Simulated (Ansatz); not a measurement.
# hcp Cd

Calculation: HSE06 (PAW; Ansatz, a quantum-chemistry and plane-wave program).

Settings: plane-wave cutoff 500 eV, 12×12×1 k mesh (along the axes of the cell as run), Fermi–Dirac smearing 0.1 eV, scalar-relativistic PAW data made under PBE.

Cell: relaxed with r²SCAN.

```
Item                                   Value
---------------------------------  ---------
surface energy of the (0001) face  0.23 J/m²
work function of the (0001) face     3.70 eV
```

Note: exact exchange on metals is sensitive to the k mesh and can open a false gap.

The slab of 4 atoms is relaxed and unreconstructed.

Computed values are for the static lattice.
